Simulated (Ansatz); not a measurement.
Wavefunction ladder for C$_{2}$H$_{4}$OS$_{2}$, SMILES `S=COCS`

```xyz
9

S     2.784    0.247   -1.187
C     1.211    0.240   -0.864
O     0.633   -0.622   -0.033
C    -0.770   -0.489    0.158
S    -1.264    0.949    1.118
H     0.512    0.950   -1.316
H    -1.282   -0.399   -0.804
H    -1.082   -1.408    0.646
H    -0.742    0.531    2.283
```

Total charge 0; spin multiplicity 1. The structure was optimised at the PBE0-D4/def2-TZVP level. It is one conformer, not always the lowest. Frozen core, restricted reference, Ansatz 0.2.0. CBS rows extrapolate triple and quadruple zeta; past MP2 they add the triple-zeta difference.

```tsv
basis	HF (Eh)	MP2 corr.
def2-TZVPP	-948.03862	-0.91046
def2-QZVPP	-948.06811	-0.98115
```

(1) Estimate the CCSD correlation energy and the (T) correction in each basis where they were run (hartree).

Answers

(1) 
| basis | CCSD corr. | (T) |
| --- | --- | --- |
| def2-TZVPP | -0.95279 | -0.04627 |
| CBS(def2) | -1.07584 | as TZ |
